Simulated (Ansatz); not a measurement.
Geometry optimisation, Ansatz 0.2.0, RKS PBE-D4/6-31G*.

input.yaml

```yaml
crystal:
  periodic: [false, false, false]
  atoms:
    - { symbol: Si, position_ang: [0.0, 0.0, 0.0] }
    - { symbol: H, position_ang: [0.0, 0.0, 1.81] }
    - { symbol: H, position_ang: [1.3768, 0.0, -0.4862] }
    - { symbol: H, position_ang: [-0.6877, 1.1914, -0.4862] }
    - { symbol: H, position_ang: [-0.6877, -1.1914, -0.4862] }
    - { symbol: O, position_ang: [-1.879, 0.0, 0.6243] }
    - { symbol: C, position_ang: [-2.927, -0.7693, 0.0532] }
    - { symbol: H, position_ang: [-2.5462, -1.7789, -0.2069] }
    - { symbol: H, position_ang: [-3.7573, -0.8645, 0.7838] }
    - { symbol: H, position_ang: [-3.298, -0.2667, -0.8643] }
    - { symbol: H, position_ang: [-0.9605, 0.0, 1.7351] }
basis:
  gaussian: { orbitals: "6-31G*" }
hamiltonian:
  xc: pbe
  dispersion: d4
relax:
  f_tol: 0.15
  max_steps: 25
  restrain:
    - { distance: [0, 5], at: 1.68, k: 30.0 }
    - { distance: [10, 1], at: 0.66, k: 30.0 }
    - { distance: [0, 1], at: 2.66, k: 30.0 }
    - { distance: [10, 5], at: 2.21, k: 30.0 }
output:
  orbitals: {}
```

Run as:

```bash
$ ansatz run input.yaml --threads 1 --pin off --max-ram 2048MiB --backend cpu --events-out ev --progress --plain --runs-dir out
```

**Question.** Where does it end, and by what steps?

**Answer.** The forces met the threshold. The restraints hold the end off the free minimum; the threshold counts their pulls, which the force column leaves out. Restrained pairs: Si1–O6 (1.98 → 1.68 Å), H2–H11 (0.96 → 0.71 Å), Si1–H2 (1.81 → 2.67 Å), O6–H11 (1.44 → 2.22 Å). After 18 steps the energy has fallen by 3.619 eV (the restraints' own energy left out); H5 moved furthest, 1.26 Å.

```csv
step,energy less start (eV),largest force component (eV/Å),accepted
0,0.0000,2.525,yes
1,0.0705,2.574,yes
2,-0.3212,2.777,yes
3,-1.5501,2.359,yes
4,-2.3158,1.742,yes
5,-2.8633,1.372,yes
6,-3.2363,1.164,yes
7,-3.4649,1.312,yes
8,-3.5277,1.512,yes
9,-3.5626,1.524,yes
10,-3.6126,0.649,no
11,-3.5806,1.243,yes
12,-3.5969,1.269,yes
13,-3.6156,1.192,yes
14,-3.6163,1.308,yes
15,-3.6358,0.621,no
16,-3.6351,0.781,no
17,-3.6231,1.084,yes
18,-3.6186,1.252,yes
```

```xyz
11
Properties=species:S:1:pos:R:3
Si -0.330 -0.325 -0.341
H -0.166 0.995 1.973
H 0.953 -0.663 0.341
H -0.421 1.157 -0.582
H -0.375 -1.001 -1.688
O -1.577 -0.891 0.631
C -2.907 -0.876 0.113
H -3.002 -1.488 -0.807
H -3.573 -1.303 0.881
H -3.247 0.155 -0.114
H -0.722 0.560 2.070
```

Time of the run: 43 s on 1 thread of Arm Neoverse V1, with other jobs on the host, peak memory 0.14 GiB.
